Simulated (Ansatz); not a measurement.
Cartesian coordinates (Å):
SMILES: F[Si](F)(F)F
```xyz
5

F      1.5004    -0.2338    -0.3653
Si     0.0000     0.0000     0.0000
F     -0.2472     1.5241     0.2350
F     -0.9048    -0.4997    -1.1708
F     -0.3483    -0.7906     1.3011
```
Charge 0, multiplicity 1.

Level of theory: Ansatz (a first-principles code) with frozen-core CCSD(T)/cc-pVTZ // PBE0-D3(BJ)/def2-TZVP.

```
Property                       Result
----------------------  -------------
HF energy               -687.14780 Ha
MP2 correlation energy    -1.10908 Ha
```

Problem. Estimate the CCSD correlation energy, the (T) correction, the total energy and the T1 diagnostic.

Solution. 
```yaml
CCSD correlation energy: -1.10746 Ha
"(T) correction": -0.03109 Ha
CCSD(T) total energy: -688.28635 Ha
T1 diagnostic: 0.011
```
